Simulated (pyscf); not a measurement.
PySCF, gas phase, ωB97X-D3(BJ)/def2-SVP geometries.

Q: Estimate the classical barrier height and the reaction energy of `[OH][BH][PH2]` + `[H][H]` → `[BH2][PH2]` + `[OH2]` at ωB97M-D3(BJ)/def2-TZVP. The step runs on the singlet surface, breaks B–O, H–H and forms B–H, H–O; take the separated reactants as zero.

A: ΔE‡ = 40.1 kcal/mol, ΔE = +27.1 kcal/mol. Zero-point energy shifts the barrier by +3.5 kcal/mol. It is a four-centre exchange, with an imaginary mode of 1398i cm⁻¹. On the product side the descent ends in an adduct with a B–O contact, 12.3 kcal/mol under the separated species and 25.9 kcal/mol under the saddle at ωB97X-D3(BJ)/def2-TZVP. What is counted as broken (B–O) persists as a longer contact in the product adduct; parting that adduct is a step of its own. At the saddle there is also a short B–H contact that neither side keeps. One saddle was located; it need not be the lowest between these sides.
